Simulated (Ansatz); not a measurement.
# Isomers

Structures of CH$_{4}$NS, doublet, relaxed at PBE0-D4/def2-TZVP (vibrations not checked; lower isomers may exist, and structures with a doubtful reference or unclear bonds are left out). Ansatz 0.2.0; basis: def2-TZVPP; cores frozen in the correlated methods; orbitals are unrestricted. B3LYP uses VWN-RPA correlation.

Question: Rank them by CCSD(T) energy, lowest first, and give each one's height above the lowest. Links in brackets join atoms within 1.22 times the sum of their covalent radii (1.1 for two metals). (To be estimated.)
A.
CH₄NS ([NH][CH2][SH])
```
7
angstrom
N 0.7590 -0.5161 0.7856
C 0.1141 0.5509 0.1147
S -0.9945 -0.1221 -1.1795
H -1.7492 -0.8429 -0.3347
H 0.8006 1.2004 -0.4454
H -0.4687 1.1596 0.8058
H 1.3343 -0.9989 0.0888
```
B.
CH₄NS ([NH2][CH2][S])
```
7
angstrom
N -0.6839 0.4341 -0.4284
C 0.3996 0.0586 0.4495
S 0.8793 -1.5898 -0.1075
H -1.4714 -0.1980 -0.3480
H -0.3896 0.4712 -1.3969
H 0.0498 0.0511 1.4811
H 1.2162 0.7727 0.3502
```
C.
a complex of CH₂N ([CH2][N]) + H₂S
```
7
angstrom
N 0.6184 -1.2294 0.0839
C 1.0875 -0.4391 0.9116
S -1.3953 1.1738 -1.4599
H -0.8316 -0.0422 -1.3386
H -2.4671 0.8093 -0.7404
H 0.7750 0.6140 0.9266
H 1.8285 -0.7630 1.6546
```

Answer: Computed: B (0.00 kcal/mol), A (14.94 kcal/mol), C (18.85 kcal/mol). Heights count from the lowest.

Question: Do PBE-D4, r2SCAN-D4, PBE0-D4, B3LYP-D4, wB97M-V, HF, MP2 give the same order? (A judgement: the text doesn't fix the answer.)

Answer: The calculation gives: Lowest first: HF B < C < A. The others agree with CCSD(T).

T1 diagnostic: at most 0.033. ⟨S²⟩ of the unrestricted Hartree–Fock references: 0.77 to 0.92 (a pure state has 0.75). The unrestricted reference is spin-contaminated, which hurts MP2 most.

For scale, one of the runs: CCSD(T)/def2-TZVPP, 160 basis functions, launched by `ansatz run in.yaml --threads 2 --pin off --events-out ev --progress --plain --max-ram 4352MiB`. Time: 94 s of wall clock on 2 CPU threads of an Arm Neoverse V2; the host was shared. Peak host memory: 2.8 GiB.
